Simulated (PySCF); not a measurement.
These 3 structures share the formula C5H9F. Level of theory: PySCF 2.14.0, PBE0-D3(BJ)/def2-SVP geometry optimisation, gas phase. One conformer each; no zero-point energy, no entropy. No frequencies were run at this level. Point groups hold within 0.08 Å.

Question: Order them by energy at this level, lowest first, and give relative energies in kcal/mol.
A. `[CH3:1][CH2:2][C:3]1([F:4])[CH2:5][CH2:6]1` with C1–C2–C3–F4 -60°
B. `[CH3:1]/[CH:2]=[C:3](/[CH3:4])[CH2:5][F:6]` with C2–C3–C5–F6 133°
C. `[CH3:1]/[CH:2]=[C:3](\[F:4])[CH2:5][CH3:6]` with C2–C3–C5–C6 120°

Answer: C (0.0), B (6.0), A (6.5).

As drawn, the lowest has a C=C bond outside aromatic rings, which the highest lacks; the highest has a three-membered ring, which the lowest lacks. Neighbours under 2.5 kcal/mol apart (C/C=C(/C)CF and CCC1(F)CC1) can change places with a better method, another conformer or zero-point energy.

```
     SMILES      E (Eh)  E rel (kcal/mol)  dipole (D)  point group     A, B, C (MHz)
C/C=C(\F)CC  -295.23388               0.0        1.27           C1  7428, 2048, 1785
C/C=C(/C)CF  -295.22428               6.0        1.79           C1  5064, 2434, 1764
 CCC1(F)CC1  -295.22356               6.5        1.54           C1  5688, 2792, 2415
```

Q: How do the relative energies change in single points at HF/pcSseg-2 (no added dispersion term) on the same geometries?

A: 
```json
{"SMILES": "C/C=C(\\F)CC", "PBE0-D3(BJ)/def2-SVP (kcal/mol)": "0.0", "HF/pcSseg-2 (kcal/mol)": "0.0", "shift": "0.0"}
{"SMILES": "C/C=C(/C)CF", "PBE0-D3(BJ)/def2-SVP (kcal/mol)": "6.0", "HF/pcSseg-2 (kcal/mol)": "4.7", "shift": "-1.3"}
{"SMILES": "CCC1(F)CC1", "PBE0-D3(BJ)/def2-SVP (kcal/mol)": "6.5", "HF/pcSseg-2 (kcal/mol)": "11.6", "shift": "+5.1"}
```

Each column counts from its own lowest isomer. The order is unchanged; the largest shift is 5.1 kcal/mol.
